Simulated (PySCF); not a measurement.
Structure problem from calculated spectra and properties.

Elements present: C, Cl and H. Monoisotopic mass: 76.0080 u.

| Item | Value |
| --- | --- |
| 13C NMR | chemical shifts (computed TMS as zero) by class: 145.2 (1 C), 136.7 (1 C), 18.3 (1 C) ppm [GIAO CAM-B3LYP/pcSseg-2] |
| NMR, other nuclei | isotropic shieldings of nuclei other than C and H, by class: 735 (1 Cl) ppm [GIAO CAM-B3LYP/pcSseg-2] |
| Triplet | lowest triplet excitation (Tamm–Dancoff): 4.08 eV [TDA CAM-B3LYP/def2-SVPD] |
| 1H NMR | chemical shifts (computed TMS as zero) by class: 6.20 (1 H), 6.19 (1 H), 1.76 (3 H) ppm [GIAO CAM-B3LYP/pcSseg-2] |
| XPS | Cl2p3/2 206.2, C1s 290.8, C1s 291.2, C1s 291.8, Cl1s 2828.8 eV [ΔSCF SCAN, pcX-2 on the ionised atom, pcseg-1 elsewhere, spin-free X2C, 2p3/2 from a spin–orbit splitting computed afterwards within the 2p shell] |
| UV, strongest line | among the 10 lowest singlet transitions: S2 at 6.71 eV (185 nm, f = 0.366) [TDDFT CAM-B3LYP/def2-SVPD] |
| Rotational structure | rotational constants A, B, C: 41.598, 2.446, 2.344 GHz [PBE0-D3(BJ)/def2-SVP] |

Gas-phase values; electronic properties from PySCF, density fitting. Levels stand in brackets. Isolated species at its PBE0-D3(BJ)/def2-SVP geometry, gas phase. NMR values are class means; diastereotopic atoms form classes of their own.

Question: Which formula fits the mass and the elements?

Answer: C3H5Cl (calculated 76.0080). No other formula that holds each of these elements comes within 0.0003 u with a fitting electron parity and a possible valence count.

Question: Propose a structure and show how it fits.

Answer: Numbering: `[CH3:1]/[CH:2]=[CH:3]/[Cl:4]`. Its formula, C3H5Cl, gives 1 degree of unsaturation: 0 rings and 1 π bond in the structure found. 3 carbons fall into 3 classes; from least to most shielded: alkene CH carbon [C2] (145.2 ppm), vinylic C–Cl carbon [C3] (136.7 ppm), allylic carbon [C1] (18.3 ppm). Hydrogen classes from least to most shielded: 1 H on a vinylic C–Cl carbon, C3 (6.20 ppm), 1 H on an alkene CH carbon, C2 (6.19 ppm), 3 H on an allylic carbon, C1 (1.76 ppm). The other shieldings belong to: 735 ppm, vinyl chlorine [Cl4]. The core levels belong to: Cl2p3/2 206.2 eV, vinyl chlorine [Cl4]; C1s 290.8 eV, alkene CH carbon [C2]; C1s 291.2 eV, allylic carbon [C1]; C1s 291.8 eV, vinylic C–Cl carbon [C3]; Cl1s 2828.8 eV, vinyl chlorine [Cl4]. The optimised geometry has point group Cs and is an asymmetric top. Structure: 1-chloro-1-propene(E), `C/C=C/Cl`. Computed isomers that give other values at the same levels: `C=CCCl` (core binding energies: Cl2p3/2 205.8, C1s 290.7, C1s 291.1, C1s 292.5, Cl1s 2828.4 eV); `C/C=C\Cl` (rotational constant A: 14.390 GHz; this holds for the one conformer computed); `C=C(C)Cl` (rotational constant A: 9.261 GHz; this holds for the one conformer computed). The assignments are read from this structure; whether some other isomer fits the data as well wasn't checked.
